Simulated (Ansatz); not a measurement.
**Bismuth, A7 rhombohedral: convergence with the k-point mesh**

Computed with Ansatz, LDA, scalar-relativistic PAW, on the relaxed cell (a = 4.490 Å, c = 11.517 Å (c/a = 2.565); spin not included). Errors count from a run at 420 eV on a Γ-centred 14×14×14 mesh with Fermi-Dirac smearing of 0.1 eV, extrapolated to zero width. Fixed here: cutoff 420 eV, Fermi-Dirac width 0.1 eV. The SCF starts from atomic densities corrected by a trained network.

```
  k-mesh  E(σ→0) error (meV/atom)  P (GPa)  SCF iterations
   2×2×2                   1022.0     6.83               7
   2×2×2                   1022.0     6.83               7
   3×3×3                    -78.7    -0.17               6
   4×4×4                    -26.7    -0.18               6
   5×5×5                    -22.0    -0.20               6
   7×7×7                    -14.0    -0.08               6
   9×9×9                     -5.4     0.00               6
12×12×12                     -1.2     0.02               6
```

Within 5 meV/atom of the last row: from 9×9×9 on.
